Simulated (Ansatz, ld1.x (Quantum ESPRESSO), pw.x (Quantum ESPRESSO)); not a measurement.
What a changed setting does to a pw.x run (diamond B)

Potential: ultrasoft, ld1.x (Quantum ESPRESSO) 7.5, LDA (PW92); core [He], reference 2s2 2p1; waves: 2s (bound): rcut 1.30, rcutus 1.50 bohr; 2s channel at -0.1 Ry: rcut 1.30, rcutus 1.50 bohr; 2p (bound): rcut 1.55, rcutus 1.95 bohr; 2p channel at 0.4 Ry: rcut 1.55, rcutus 1.95 bohr; 3d channel at -0.1 Ry: rcut 1.50, rcutus 1.90 bohr; 3d channel at 2.5 Ry: rcut 1.50, rcutus 1.90 bohr; local part: all-electron potential smoothed inside 1.55 bohr (lloc = -1); core correction: a·sin(br)/r model core inside 1.45 bohr; augmentation: built from norm-conserving waves at rcut, not smoothed further.

The reference run (k-mesh 11³, cutoffs 40/600 Ry, Fermi–Dirac 0.01 Ry, mixing_beta 0.4, conv_thr 1e-9, no spin) gives -2.09 GPa at 8.022 Å³/atom, where all-electron LAPW gives -0.11 GPa. This run, with its own iteration cap, changes k-mesh points per axis to 3.

```
&control
  calculation='scf', prefix='x', pseudo_dir='./', outdir='./tmp', tstress=.true., disk_io='none'
/
&system
  ibrav=0, nat=2, ntyp=1, ecutwfc=40, ecutrho=600, nbnd=10,
  occupations='smearing', smearing='fd', degauss=0.01
/
&electrons
  conv_thr=1e-09, mixing_beta=0.4, electron_maxstep=70
/
ATOMIC_SPECIES
B 1.0 B.UPF
CELL_PARAMETERS angstrom
  0.00000000 2.00183166 2.00183166
  2.00183166 0.00000000 2.00183166
  2.00183166 2.00183166 0.00000000
ATOMIC_POSITIONS crystal
B 0.0000 0.0000 0.0000
B 0.2500 0.2500 0.2500
K_POINTS automatic
3 3 3 0 0 0
```

```bash
pw.x < B.scf.in > B.scf.out
```

Task: How does the run end?

Result: It converges in 6 iterations; the free energy moves by -115.8 meV/atom and the pressure by +0.60 GPa.

```
Message from routine setup:
     using ibrav=0 with symmetry is DISCOURAGED, use correct ibrav instead
     lattice parameter (alat)  =       5.3498  a.u.
     unit-cell volume          =     108.2703 (a.u.)^3
     number of electrons       =         6.00
     number of Kohn-Sham states=           10
     kinetic-energy cutoff     =      40.0000  Ry
     charge density cutoff     =     600.0000  Ry
     scf convergence threshold =      1.0E-09
     Exchange-correlation= PW
     number of k points=     4  Fermi-Dirac smearing, width (Ry)=  0.0100
     iteration #  1     ecut=    40.00 Ry     beta= 0.40
     total energy              =     -11.30594158 Ry
     estimated scf accuracy    <       0.04753795 Ry
     iteration #  2     ecut=    40.00 Ry     beta= 0.40
     total energy              =     -11.30126733 Ry
     estimated scf accuracy    <       0.01211512 Ry
     iteration #  3     ecut=    40.00 Ry     beta= 0.40
     total energy              =     -11.30235031 Ry
     estimated scf accuracy    <       0.00003895 Ry
     iteration #  4     ecut=    40.00 Ry     beta= 0.40
     total energy              =     -11.30236133 Ry
     estimated scf accuracy    <       0.00000199 Ry
     iteration #  5     ecut=    40.00 Ry     beta= 0.40
     total energy              =     -11.30236158 Ry
     estimated scf accuracy    <       0.00000008 Ry
     iteration #  6     ecut=    40.00 Ry     beta= 0.40
     the Fermi energy is     6.5930 ev
!    total energy              =     -11.30236159 Ry
     estimated scf accuracy    <          2.0E-10 Ry
     smearing contrib. (-TS)   =      -0.00696354 Ry
     The total energy is F=E-TS. E is the sum of the following terms:
     one-electron contribution =       5.16109295 Ry
     hartree contribution      =       0.59880566 Ry
     xc contribution           =      -4.23946534 Ry
     ewald contribution        =     -12.81583132 Ry
     convergence has been achieved in   6 iterations
          total   stress  (Ry/bohr**3)                   (kbar)     P=      -14.90
     Message from routine punch:
     Nothing written, as per user request (disk_io='none')
```

The run took about 2.8 s on one core of a shared host (Neoverse-V1, 32 threads, 247 GiB, load 22).
